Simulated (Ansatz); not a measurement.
# CCSD(T) forces

SiH2ClO (SMILES O[SiH+]Cl) (charge +1), singlet, displaced at random from a GFN2-xTB minimum.

O1  (-0.691, -0.249, -0.565)
Si2  (0.271, 0.384, 0.232)
Cl3  (1.672, -0.368, 1.259)
H4  (-1.096, -1.287, -0.893)
H5  (-0.048, 1.683, 0.056)
(Å)

Program: Ansatz 0.2.0. Basis: def2-TZVPP. Cores are frozen in the correlated methods. B3LYP uses VWN-RPA correlation.

CCSD(T) forces from the calculation:
| atom | Fx | Fy | Fz (eV/Å) |
| --- | --- | --- | --- |
| O1 | -10.068 | -11.341 | -8.262 |
| Si2 | 6.613 | 4.104 | 5.410 |
| Cl3 | 1.400 | -0.706 | 1.056 |
| H4 | 1.929 | 4.899 | 1.516 |
| H5 | 0.125 | 3.044 | 0.280 |

Problem. Which atom feels the largest CCSD(T) force, and how large is it?

Solution. O1, 17.27 eV/Å, along (-0.58, -0.66, -0.48).

Root-mean-square difference of the force components from those of CCSD(T): PBE0-D4 0.169; wB97M-V 0.110; r2SCAN-D4 0.151; PBE-D4 0.218; B3LYP-D4 0.137; LC-wPBE 0.198 eV/Å.

T1 diagnostic: at most 0.012. These are differences at one structure, and CCSD(T) in triple zeta is itself an approximation.

For scale, one of the runs: CCSD(T)/def2-TZVPP forces, 143 basis functions (an equivalent command: `ansatz run in.yaml --threads 4`). The run took 30 s on 4 CPU threads (shared host), with 1.4 GiB of host memory at its peak.
